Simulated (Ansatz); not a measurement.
This geometry of C$_{2}$H$_{3}$S$_{2}$ (7 atoms, charge 1, multiplicity 1) is a first-order saddle point.

These are results of RKS r2SCANh-D4/def2-SVP (Ansatz), not measurements.

```xyz
7
Properties=species:S:1:pos:R:3
C -0.493 1.432 -0.215
S 0.867 0.502 -0.123
C 0.480 -1.488 0.224
S 1.633 -2.507 0.344
H -0.981 1.627 -1.180
H -0.895 1.935 0.675
H -0.611 -1.501 0.276
```

(1) Which two structures does it join? (They come from a converged band through this point; their orientation in space is the band's.)

(2) How far does it lie above each of them?

Answers

(1) No bond is made or broken. The dihedral H5–C1–S2–C3 goes from 180 to 0°. The two ends are copies of one structure, up to a mirror image or an exchange of like atoms.

First end point:

```xyz
7
Properties=species:S:1:pos:R:3
C -0.456 1.284 -0.314
S 0.802 0.310 -0.608
C 0.444 -1.234 0.297
S 1.483 -2.434 0.239
H -0.450 2.284 -0.766
H -1.306 0.989 0.316
H -0.517 -1.198 0.836
```

Last end point:

```xyz
7
Properties=species:S:1:pos:R:3
C -0.455 1.284 -0.312
S 0.806 0.313 -0.603
C 0.444 -1.234 0.296
S 1.481 -2.436 0.236
H -1.308 0.985 0.311
H -0.451 2.284 -0.764
H -0.517 -1.196 0.836
```

(2) 29.9 kcal/mol above the first and 29.9 kcal/mol above the second. This is the barrier of this one path; another mechanism may lie lower. Limits of this set-up: the dipole of an ion depends on the origin.

Run time: 8.6 min on 2 threads of Intel(R) Xeon(R) CPU @ 2.60GHz (Ice Lake), with other jobs on the host, peak memory 0.19 GiB.
